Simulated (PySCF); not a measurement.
H2Si, neutral, multiplicity 1. Atoms are numbered in the order given.

```xyz
3

Si     0.0000     0.0000     0.1338
H      0.0000     1.0855    -0.9365
H      0.0000    -1.0855    -0.9365
```
Charge 0, spin multiplicity 1.

Coordinates come from a r2SCAN-D4/def2-TZVPD optimisation. The isomer is the one that the SMILES or the coordinates give; other isomers of the formula were not compared.

Calculation: SMD-PBE0/6-31G* (PySCF).

Solvation free energies are E(SMD) − E(gas) at the gas-phase geometry, for 1 M in both phases. In vacuum the dipole moment is 0.53 D.

Q: Estimate the solvation free energies in water, ethanol, dimethylsulfoxide. (Estimate from the structure and the level; the computed values follow.)

A: 
```csv
solvent,ΔG(solv) (kcal/mol),its non-electrostatic (CDS) part,dipole (D)
water,-0.7,1.1,0.65
ethanol,-2.3,-0.6,0.64
dimethylsulfoxide,-1.6,0.2,0.64
```
